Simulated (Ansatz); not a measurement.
Relaxation of H$_{7}$Si$_{3}$ (10 atoms, charge 1, multiplicity 1), to a largest force component of 0.02 eV/Å in at most 50 steps.

Level of theory: RKS revPBE-D4/6-31G* in Ansatz.

```xyz
10
Properties=species:S:1:pos:R:3
Si -1.270 1.170 -1.470
Si 0.136 -0.394 -0.350
Si 1.168 -0.869 1.741
H -2.464 0.443 -1.909
H -0.502 1.717 -2.592
H -0.396 0.773 0.304
H 0.495 -1.456 -1.307
H 1.948 -2.106 1.636
H 0.070 -0.997 2.703
H 2.020 0.288 2.032
```

Where does it end, and by what steps?

The forces met the threshold. The force dipped under the threshold on the way, but the program's further checks kept it going. Limits of this set-up: the dipole of an ion depends on the origin. After 13 steps the energy has fallen by 4.430 eV; H6 moved furthest, 1.59 Å. Parted: Si2–H6. Joined: Si1–H6.

| step | energy less start (eV) | largest force component (eV/Å) | accepted |
| --- | --- | --- | --- |
| 0 | 0.0000 | 4.479 | yes |
| 1 | -1.3904 | 3.037 | yes |
| 2 | -2.4537 | 2.314 | yes |
| 3 | -3.2036 | 1.689 | yes |
| 4 | -3.8246 | 1.237 | yes |
| 5 | -4.1354 | 0.469 | yes |
| 6 | -4.2800 | 0.404 | yes |
| 7 | -4.3604 | 0.228 | yes |
| 8 | -4.4069 | 0.298 | yes |
| 9 | -4.4246 | 0.078 | yes |
| 10 | -4.4079 | 0.443 | no |
| 11 | -4.4288 | 0.018 | yes |
| 12 | -4.4299 | 0.025 | yes |
| 13 | -4.4300 | 0.019 | yes |

```xyz
10
Properties=species:S:1:pos:R:3
Si -1.072 1.065 -1.212
Si 0.386 -0.644 -0.464
Si 1.175 -1.032 1.738
H -2.343 0.288 -1.400
H -0.501 1.546 -2.507
H -1.164 2.097 -0.139
H 0.823 -1.605 -1.533
H 1.869 -2.350 1.772
H -0.051 -0.942 2.589
H 2.081 0.145 1.946
```

Time of the run: 34 s on 1 thread of Arm Neoverse V2, on a shared host, peak memory 0.14 GiB.
